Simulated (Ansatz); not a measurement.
Geometry optimisation, RKS r2SCAN-D4/def2-SVP in Ansatz 0.2.0.

The input (input.yaml):

```yaml
crystal:
  periodic: [false, false, false]
  atoms:
    - { symbol: "N", position_ang: [-1.04988, 0.27567, -0.90539] }
    - { symbol: Si, position_ang: [0.53737, -0.45881, -1.06422] }
    - { symbol: Si, position_ang: [1.48725, -0.4802, 0.89858] }
    - { symbol: H, position_ang: [-1.77345, -0.14072, -0.33906] }
    - { symbol: H, position_ang: [-1.15761, 1.27824, -0.91981] }
    - { symbol: H, position_ang: [1.95632, -0.47418, 2.3299] }
basis:
  gaussian: { orbitals: def2-SVP }
hamiltonian:
  xc: r2scan
  dispersion: d4
relax:
  f_tol: 0.015
  max_steps: 40
output:
  orbitals: {}
```

Launched with:

```bash
$ ansatz run input.yaml --threads 1 --pin off --max-ram 2048MiB --backend cpu --events-out ev --progress --plain --runs-dir out
```

Question: Where does it end, and by what steps?

Answer: The forces met the threshold. After 21 steps the energy has fallen by 1.688 eV; H6 moved furthest, 1.78 Å.

| step | energy less start (eV) | largest force component (eV/Å) | accepted |
| --- | --- | --- | --- |
| 0 | 0.0000 | 1.363 | yes |
| 1 | -0.2135 | 0.358 | yes |
| 2 | -0.3412 | 0.640 | yes |
| 3 | -0.5538 | 0.839 | yes |
| 4 | -0.7983 | 0.999 | yes |
| 5 | -1.0320 | 1.038 | yes |
| 6 | -1.2214 | 0.677 | yes |
| 7 | -1.3566 | 0.349 | yes |
| 8 | -1.3999 | 0.449 | yes |
| 9 | -1.3841 | 1.523 | no |
| 10 | -1.4410 | 0.210 | yes |
| 11 | -1.4649 | 0.145 | yes |
| 12 | -1.4863 | 0.355 | yes |
| 13 | -1.5032 | 0.430 | yes |
| 14 | -1.5191 | 0.485 | yes |
| 15 | -1.5541 | 0.445 | yes |
| 16 | -1.6049 | 0.246 | yes |
| 17 | -1.6595 | 0.218 | yes |
| 18 | -1.6822 | 0.197 | yes |
| 19 | -1.6859 | 0.187 | yes |
| 20 | -1.6875 | 0.048 | yes |
| 21 | -1.6877 | 0.005 | yes |

```xyz
6
Properties=species:S:1:pos:R:3
N -0.923 0.204 -0.742
Si 0.253 0.348 0.482
Si 1.851 0.118 1.850
H -1.831 -0.229 -0.599
H -0.787 0.537 -1.692
H 1.436 -0.978 0.701
```

The run took 69 s on 1 thread of Arm Neoverse V1 (shared host), peak memory 0.13 GiB.
